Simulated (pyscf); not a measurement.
Optimised with ωB97X-D3(BJ)/def2-SVP in PySCF.

Problem. What is the homolytic dissociation enthalpy (298 K, ωB97M-D3(BJ)/def2-TZVP) of the Si–Si bond of `[SiH3][SiH2][GeH3]`, to SiH₃• + •H₂Si–GeH₃?

Solution. Si–Si to SiH₃• + •H₂Si–GeH₃: 316.1 kJ/mol. The 7 functionals that were run give +289.7 (r²SCAN) to +336.0 kJ/mol (ωB97X-D3(BJ)). •H₂Si–GeH₃ lies 35.1 kJ/mol over its isomer H₃Si–GeH₂•, and others may lie lower still (electronic energy, ωB97M-D3(BJ)). Elements up to Kr have no core potential and no relativistic terms here.
